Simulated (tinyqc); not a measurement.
Worked calculation: extended Hueckel theory, for H2O+. The parameters take no account of the charge, which enters only through the electron count. One step of it, computed by the program tinyqc.

Question. Orbitals. Solve H C = S C e through S^(-1/2); fill by pairs from the bottom, a degenerate level sharing its electrons equally; each orbital has its largest coefficient positive (the first on a tie).

H (eV):
```
,1O 2s,1O 2px,1O 2py,1O 2pz,2H 1s,3H 1s
1O 2s,-32.300000,0.000000,0.000000,0.000000,-14.233787,-14.233787
1O 2px,0.000000,-14.800000,0.000000,0.000000,0.000000,0.000000
1O 2py,0.000000,0.000000,-14.800000,0.000000,-6.622263,6.622263
1O 2pz,0.000000,0.000000,0.000000,-14.800000,-4.048611,-4.048611
2H 1s,-14.233787,0.000000,-6.622263,-4.048611,-13.600000,-3.123508
3H 1s,-14.233787,0.000000,6.622263,-4.048611,-3.123508,-13.600000
```

overlap S:
```
,1O 2s,1O 2px,1O 2py,1O 2pz,2H 1s,3H 1s
1O 2s,1.000000,0.000000,0.000000,0.000000,0.413472,0.413472
1O 2px,0.000000,1.000000,0.000000,0.000000,0.000000,0.000000
1O 2py,0.000000,0.000000,1.000000,0.000000,0.310904,-0.310904
1O 2pz,0.000000,0.000000,0.000000,1.000000,0.190076,0.190076
2H 1s,0.413472,0.000000,0.310904,0.190076,1.000000,0.153113
3H 1s,0.413472,0.000000,-0.310904,0.190076,0.153113,1.000000
```

valence electrons = 7

Give: orbital energies; occupations; coefficients; sum of one-electron energies.

Answer.

orbital energies (eV): -32.3717  -16.2757  -15.1370  -14.8000  -6.3309  -2.5923

occupations: 2.0000  2.0000  2.0000  1.0000  0.0000  0.0000

coefficients:
```
,MO1,MO2,MO3,MO4,MO5,MO6
1O 2s,0.9650,0.0000,-0.1250,0.0000,0.0000,-0.7182
1O 2px,0.0000,0.0000,0.0000,1.0000,0.0000,0.0000
1O 2py,0.0000,0.7133,0.0000,0.0000,0.8871,0.0000
1O 2pz,-0.0098,0.0000,0.9353,0.0000,0.0000,-0.4722
2H 1s,0.0408,0.3369,0.1346,0.0000,-0.8072,0.8105
3H 1s,0.0408,-0.3369,0.1346,0.0000,0.8072,0.8105
```

sum of one-electron energies = -142.3689 eV
